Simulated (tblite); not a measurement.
Compound: C4H2ClS (doublet state).
InChI=1S/C4H2ClS/c5-4-2-1-3-6-4/h2-3H

Level: GFN2-xTB in tblite, geometry and Hessian alike; calculated harmonic values, unscaled, isolated species. The method is semi-empirical: single wavenumbers can be off by several per cent or more. Open shells enter through the occupations alone, without spin polarisation, and single modes of such species can be off by tens of per cent.

Harmonic wavenumbers (cm⁻¹): 197.5, 237.9, 368.4, 395.6, 486.0, 628.0, 676.0, 711.6, 720.7, 786.5, 924.8, 1039.0, 1099.6, 1282.3, 1416.9, 1559.0, 3158.5, 3193.8.

A = 5630, B = 1922, C = 1433 MHz; mass 116.957 u (most abundant isotopes); point group Cs, symmetry number 1; spin multiplicity 2.

Question: Zero-point energy?

Answer: ½Σν̃ = 9441 cm⁻¹ = 112.94 kJ/mol.

Question: What is S at 273.15 K and 1 bar for an ideal gas of classical rigid rotors and harmonic oscillators?

Answer: Translation 166.42, rotation 113.67, vibration 31.25, spin (R ln 2) 5.76: S = 317.1 J/(mol K).

Question: And Cp and H(273.15 K) − H(0)?

Answer: Cp = 84.22 J/(mol K), of which vibrations give 50.96 (their classical limit is 18 R = 149.7); H(273.15 K) − H(0) = 14.70 kJ/mol without the zero-point energy, 5.62 from vibrations.

Question: How do the functions run with temperature in this model?

Answer: 
```json
{"T (K)": "100", "S (J/(mol K))": "256.2", "Cp (J/(mol K))": "43.7", "H − H(0) (kJ/mol)": "3.61", "G − H(0) (kJ/mol)": "-22.00", "ln q(vib)": "0.10"}
{"T (K)": "200", "S (J/(mol K))": "293.6", "Cp (J/(mol K))": "67.3", "H − H(0) (kJ/mol)": "9.15", "G − H(0) (kJ/mol)": "-49.57", "ln q(vib)": "0.68"}
{"T (K)": "300", "S (J/(mol K))": "325.3", "Cp (J/(mol K))": "89.9", "H − H(0) (kJ/mol)": "17.04", "G − H(0) (kJ/mol)": "-80.54", "ln q(vib)": "1.53"}
{"T (K)": "500", "S (J/(mol K))": "379.3", "Cp (J/(mol K))": "121.5", "H − H(0) (kJ/mol)": "38.48", "G − H(0) (kJ/mol)": "-151.19", "ln q(vib)": "3.57"}
{"T (K)": "800", "S (J/(mol K))": "442.4", "Cp (J/(mol K))": "145.5", "H − H(0) (kJ/mol)": "78.99", "G − H(0) (kJ/mol)": "-274.91", "ln q(vib)": "6.65"}
{"T (K)": "1000", "S (J/(mol K))": "475.9", "Cp (J/(mol K))": "154.5", "H − H(0) (kJ/mol)": "109.06", "G − H(0) (kJ/mol)": "-366.83", "ln q(vib)": "8.55"}
```

q(vib) and H(0) count from the zero-point level.

Question: Which modes carry the vibrational entropy at 273.15 K?

Answer: 197.5 cm⁻¹: 8.35; 237.9 cm⁻¹: 6.96; 368.4 cm⁻¹: 4.00; 395.6 cm⁻¹: 3.57; 486.0 cm⁻¹: 2.45; 628.0 cm⁻¹: 1.35 J/(mol K); the other 12 give 4.57 together.

Question: What must be added to the electronic energy to get the Gibbs energy at 273.15 K and 1 bar?

Answer: ZPE + [H(273.15 K) − H(0)] − T·S = 112.94 + 14.70 − 86.62 = 41.02 kJ/mol.

Hindered rotation and anharmonicity are outside this model.
